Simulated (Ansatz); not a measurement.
# SiNH3 (triplet): from Hartree-Fock to the top rungs at distance N1–H4 along a hydrogen transfer = 0.942 Å, cc-pVDZ

Aim: climb from Hartree-Fock through coupled cluster and multireference methods for SiNH3 (triplet) at one geometry and basis, and see what each rung misses.

Method: cc-pVDZ, core rule «outside noble gas», up to 6 orbitals frozen; program: Ansatz 0.2.0, Gaussian basis.

The runs, in order: UHF; CCSD(T) on ROHF; CCSD(T) on UHF; BCCD(T) on ROHF; CISD; CCSDT(Q) on ROHF; CCSDT(Q) on UHF; CASSCF and MRCISD+Q, 4 electrons in 4 orbitals; CASSCF and NEVPT2, 4 electrons in 4 orbitals.

8 further runs of the same task are left out: 2 for a mislabelled method, 3 that didn't finish, 3 set aside as unsound or not needed.

## Step 1: The system

The geometry derives from fragments relaxed apart (PBE0/def2-TZVP) and kept rigid, so it is no stationary point. A hydrogen atom is moved between rigid fragments.

5 atoms, charge 0, spin multiplicity 3.

Atoms are counted from 1 here; the program's logs count them from 0.

Bond lengths: N1–H2 1.012 Å, N1–H3 1.012 Å, N1–H4 0.942 Å. Angles: H2–N1–H3 107.1°, H2–N1–H4 107.1°, H3–N1–H4 107.1°.

## Step 2: UHF

in.yaml

```yaml
crystal:
  periodic: [false, false, false]
  atoms:
    - {symbol: N, position_ang: [-1.763883, -0.012635, -0.019666]}
    - {symbol: H, position_ang: [-2.061163, 0.955198, -0.019665]}
    - {symbol: H, position_ang: [-2.061162, -0.414934, 0.860594]}
    - {symbol: H, position_ang: [-0.821883, -0.012635, -0.019666]}
    - {symbol: Si, position_ang: [1.057117, -0.012634, -0.019666]}
basis:
  gaussian: {orbitals: cc-pVDZ}
magnetization: {spin_polarized: true, initial_magnetization: 2}
hamiltonian: {xc: hf}
output: {orbitals: {seedname: orbitals}}
```

Command:

```
$ ansatz run in.yaml --threads 1 --pin off --events-out ev --progress --plain --max-ram 2393MiB
```

The runs that follow: CCSD(T) on ROHF; CCSD(T) on UHF; BCCD(T) on ROHF; CISD; CCSDT(Q) on ROHF; CCSDT(Q) on UHF; CASSCF and MRCISD+Q, 4 electrons in 4 orbitals; CASSCF and NEVPT2, 4 electrons in 4 orbitals.

**Question.** What will the summary of the whole plan be? Wanted: UCCSDT(Q) below the RHF energy; RMP2 from UCCSDT(Q); UMP2 from UCCSDT(Q); RCCSD from UCCSDT(Q); RCCSD(T) from UCCSDT(Q); UCCSD(T) from UCCSDT(Q); RCCSDT(Q) from UCCSDT(Q); NEVPT2 pair from UCCSDT(Q); MRCISD+Q pair from UCCSDT(Q).

As calculated:

| quantity | value |
| --- | --- |
| UCCSDT(Q) below the RHF energy | -7.6685 eV |
| RMP2 from UCCSDT(Q) | +1104.2 meV |
| UMP2 from UCCSDT(Q) | +1100.9 meV |
| RCCSD from UCCSDT(Q) | +194.6 meV |
| RCCSD(T) from UCCSDT(Q) | +32.1 meV |
| UCCSD(T) from UCCSDT(Q) | +31.3 meV |
| RCCSDT(Q) from UCCSDT(Q) | +0.3 meV |
| NEVPT2 pair from UCCSDT(Q) | +1097.9 meV |
| MRCISD+Q pair from UCCSDT(Q) | +59.7 meV |
| levels within 1 kcal/mol (43 meV) | RCCSD(T), UCCSD(T), BCCD(T), RCCSDT, UCCSDT, RCCSDT(Q) |
| T1 diagnostic | 0.017 |

In words: RCCSD(T) misses by +32.1 meV, 0.4 % of the correlation energy. Of the multireference levels listed MRCISD+Q pair comes nearest in total energy (+59.7 meV), which doesn't show that its space is the better one. These misses are within one basis, not against nature; the frozen cores of restricted and unrestricted runs differ, which can shift their rows.
